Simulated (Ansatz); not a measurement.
All numbers were calculated with Ansatz.

CHClFN (`N=C(F)Cl`) at its PBE0-D4/def2-TZVP geometry, where that method's forces vanish. Total charge 0; spin multiplicity 1.

```json
{"atom": "N1", "x (Å)": "-0.669", "y (Å)": "0.411", "z (Å)": "0.687"}
{"atom": "C2", "x (Å)": "-0.108", "y (Å)": "-0.156", "z (Å)": "-0.258"}
{"atom": "F3", "x (Å)": "-0.797", "y (Å)": "-0.733", "z (Å)": "-1.217"}
{"atom": "Cl4", "x (Å)": "1.586", "y (Å)": "-0.333", "z (Å)": "-0.561"}
{"atom": "H5", "x (Å)": "-0.013", "y (Å)": "0.810", "z (Å)": "1.348"}
```

**Question.** For each bond, give half the difference of the two atoms' forces along it (eV/Å; positive pushes the atoms apart) under PBE-D4, r2SCAN-D4, B3LYP-D4, ωB97M-V in def2-TZVPP. (Estimate.)

**Answer.** The calculation gave: 
| bond | length (Å) | PBE-D4 | r2SCAN-D4 | B3LYP-D4 | ωB97M-V |
| --- | --- | --- | --- | --- | --- |
| N1–C2 | 1.237 | 0.58 | 0.18 | -0.03 | -0.09 |
| N1–H5 | 1.013 | 0.12 | -0.04 | -0.06 | -0.03 |
| C2–F3 | 1.314 | 0.50 | 0.22 | 0.33 | 0.28 |
| C2–Cl4 | 1.729 | 0.08 | 0.11 | 0.24 | 0.06 |

B3LYP here is the variant with VWN-RPA as its local correlation; programs differ in this.
